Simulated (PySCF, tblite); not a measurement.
Isomers of C5H8Cl (doublet state), one GFN2-xTB conformer each. Single-point energies are computed at B3LYP/pcH-1 (PySCF, gas phase, no added dispersion term), electronic only. GFN2-xTB treats the open shell by occupation alone, and not every SCF solution was tested for stability.

Question: Rank them by B3LYP/pcH-1 energy, lowest first (kcal/mol).
A. `[CH3:1][CH:2]([CH3:3])/[CH:4]=[C:5]\[Cl:6]` (doublet state) with C1–C2–C4–C5 -119°
B. `[CH3:1][C:2]([CH3:3])=[C:4][CH2:5][Cl:6]` (doublet state) with C2–C4–C5–Cl6 1°
C. `C[C@@H]1CC[C]1Cl` [radical]

Answer: C (0.0), B (4.2), A (8.5).

As drawn, the lowest has a four-membered ring, which the highest lacks. Neighbours under 5.0 kcal/mol apart (C[C@@H]1CC[C]1Cl and CC(C)=[C]CCl; CC(C)=[C]CCl and CC(C)/C=[C]\Cl) can change places with a better method, another conformer or zero-point energy. GFN2-xTB itself gives, in the same order: 0.0, 18.9, 17.8. Both levels put the same isomer lowest; measured from each level's own lowest isomer, the values differ by up to 14.7 kcal/mol (CC(C)=[C]CCl: 18.9 against 4.2).

Q: What happens when harmonic zero-point energies from GFN2-xTB frequencies are added?

A: 
```
          SMILES  ZPE (kcal/mol)  electronic (kcal/mol)  with ZPE (kcal/mol)
C[C@@H]1CC[C]1Cl            71.9                    0.0                  0.0
    CC(C)=[C]CCl            69.6                    4.2                  1.9
  CC(C)/C=[C]\Cl            71.1                    8.5                  7.7
```

The zero-point energies span 2.3 kcal/mol. The order is unchanged.
